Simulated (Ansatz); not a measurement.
```yaml
crystal:
  periodic: [false, false, false]
  atoms:
    - {symbol: C, position_ang: [-1.272427, -0.224826, -0.451894]}
    - {symbol: C, position_ang: [-0.001072, -0.365352, 0.364907]}
    - {symbol: N, position_ang: [0.958461, -1.347494, -0.127767]}
    - {symbol: C, position_ang: [0.737280, 0.933514, 0.535289]}
    - {symbol: N, position_ang: [0.278453, 2.034235, 0.120006]}
    - {symbol: H, position_ang: [-1.946108, 0.513817, -0.014809]}
    - {symbol: H, position_ang: [-1.039727, 0.108502, -1.466017]}
    - {symbol: H, position_ang: [-1.789979, -1.185481, -0.509271]}
    - {symbol: H, position_ang: [-0.265346, -0.683904, 1.383996]}
    - {symbol: H, position_ang: [1.172442, -1.161061, -1.101280]}
    - {symbol: H, position_ang: [0.561842, -2.277780, -0.087851]}
    - {symbol: H, position_ang: [1.706853, 0.823713, 1.038328]}
    - {symbol: H, position_ang: [0.919630, 2.797418, 0.331165]}
basis:
  gaussian: {orbitals: STO-3G, point_charges: [{charge: 2.00, position_ang: [4.617, -0.423, -0.364]}]}
hamiltonian: {xc: {name: TPSS}}
scf: {lower_state_search: off}
```

```sh
$ ansatz run in.yaml --threads 4 --pin off --events-out ev --progress --plain --max-ram 10444MiB
```

Shortened log:

```
Error: YAML parse error: error: line 19 column 19: hamiltonian.xc: no functional is named "TPSS"; the names, which are not case-sensitive, are SVWN5, SPW92, PBE, PBE0, PBEsol, revPBE, revPBE0, RPBE, rPW86-PBE, HSE06, wPBEh, LC-wPBE, HISS, HF, BLYP, B3LYP, B3LYP5, BHLYP, CAM-B3LYP, r2SCAN, r2SCANh, r2SCAN0, r2SCAN50, m-r2SCAN, B97, wB97, wB97X, wB97X-V, B97M-V, wB97M-V, B2PLYP, B2GP-PLYP, PBE0-DH, PBE-QIDH
  --> <input>:19:19
   |
17 | basis:
18 |   gaussian: {orbitals: STO-3G, point_charges: [{charge: 2.00, position_ang: [4.617,…
19 | hamiltonian: {xc: {name: TPSS}}
   |                   ^ hamiltonian.xc: no functional is named "TPSS"; the names, which are not case-sensitive, are SVWN5, SPW92, PBE, PBE0, PBEsol, revPBE, revPBE0, RPBE, rPW86-PBE, HSE06, wPBEh, LC-wPBE, HISS, HF, BLYP, B3LYP, B3LYP5, BHLYP, CAM-B3LYP, r2SCAN, r2SCANh, r2SCAN0, r2SCAN50, m-r2SCAN, B97, wB97, wB97X, wB97X-V, B97M-V, wB97M-V, B2PLYP, B2GP-PLYP, PBE0-DH, PBE-QIDH
20 | scf: {lower_state_search: off}
   |
```

Q: Something in this input is off. What?

A: The method's name isn't one that the program takes here. The input was rejected before any iteration.

HSE06 is defined as in plane-wave codes.
